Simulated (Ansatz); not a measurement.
# How far a parabola holds: energy against volume of zinc-blende CdS (metastable phase)

We consider zinc-blende CdS (metastable phase), described by r²SCAN (Ansatz, a first-principles code, PAW). Run with plane-wave cutoff 560 eV, 10×10×10 k mesh, Fermi–Dirac smearing 0.01 eV, scalar-relativistic PAW data made under PBE. The cell has no free parameter but its volume, all volumes share cutoff and mesh, and the runs aren't spin-polarised. Energies are free energies at the run's smearing, counted from the lowest row; static lattice.

| V (Å³/atom) | E (meV/atom) |
|---|---|
| 23.861 | ? |
| 24.369 | 8.27 |
| 24.876 | 1.99 |
| 25.384 | 0.00 |
| 25.892 | 1.85 |
| 26.399 | 7.14 |

Taking a parabola for E over the 5 complete rows: With u = V - 25.4, the rows have u = -1.0310, -0.5240, -0.0160, 0.4920, 0.9990. Least squares gives E = -0.013 - 0.2332·u + 7.4845·u². Residuals (row less fit): 0.087, -0.174, 0.007, 0.166, -0.084; standard error 0.190 (degrees of freedom: 2). The fitted curve has its minimum at V = 25.4, where E = -0.01. Its curvature is d²E/dV² = 2 × 7.4845 meV/Å⁶, so B = V0·d²E/dV² × 0.1602 = 61.0 GPa.

### Question
What does the fit predict for E at V = 23.861, and how far is the calculated value from it?

### Answer
u = -1.5390, so E = -0.013 - 0.2332 × (-1.5390) + 7.4845 × (-1.5390)² = 18.073 meV/atom. The calculation gives 19.32 meV/atom, 1.247 meV/atom above the prediction (6.5 % of the range of E in the table). The row lies outside the fitted rows, so this is an extrapolation. From the scatter of the fitted rows alone, a prediction at this place has a standard error of 0.451 meV/atom, so the miss is 2.8 times that.

The residuals are curvature that a parabola lacks, not noise. A solid that stiffens under compression and softens on expansion lies above the parabola at the compressed end and under it at the expanded end, as this row does. A third-order Birch-Murnaghan fit to the whole scan has B0 = 60.5 GPa. Only scans are tabulated whose curvature falls smoothly with volume, and where the parabola meets the shown rows within 5 % of their range and misses the end by 0.1 meV or more.
